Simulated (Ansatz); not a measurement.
Basis-set limit of SiH, doublet

```xyz
2

Si   -0.3062    0.3469   -0.1269
H    -0.5444   -1.1454   -0.4261
```

Ansatz 0.2.0, UHF determinant, valence electrons correlated. Energies in eV.

```json
{"set": "def2-TZVPP", "X": "3", "functions": "56", "Hartree–Fock": "-7875.8998", "MP2 correlation": "-2.1963", "CCSD(T) correlation": "-2.9387", "time": "6.5 s on 1 × NVIDIA H100 80GB HBM3 with 1 thread of AMD EPYC 7R13 Processor (Zen 3), on a shared host"}
{"set": "def2-QZVPP", "X": "4", "functions": "100", "Hartree–Fock": "-7876.1276", "MP2 correlation": "-2.3563", "CCSD(T) correlation": "-3.0582", "time": "7.5 s on 1 × NVIDIA H100 80GB HBM3 with 1 thread of AMD EPYC 7R13 Processor (Zen 3) (shared host)"}
```

Hartree–Fock is taken to follow E(X) = E∞ + A·exp(−7.88·√X), correlation E(X) = E∞ + B·X^−2.97.

Cautions: the determinant is a saddle point.

Q: Work out the CCSD(T) energy at the limit, and how far the shortcut misses it that extrapolates MP2 and adds CCSD(T) minus MP2 from the smaller set.

A: Hartree–Fock: E∞ = E4 + 0.1377·(E4 − E3) = -7876.1590. Correlation: E∞ = E4 + 0.7407·(E4 − E3) = -3.1467 for CCSD(T) and -2.4747 for MP2. The limit is -7879.3057 eV, 0.120 eV below def2-QZVPP. The shortcut gives a correlation energy of -2.4747 + (-0.7423) = -3.2171, 70 meV lower than the direct value.

Past Ne part of the Hartree–Fock step between the two sets comes from the cores, which don't follow the formula, so the 31 meV that it adds to the total can overshoot; that part largely cancels in differences.
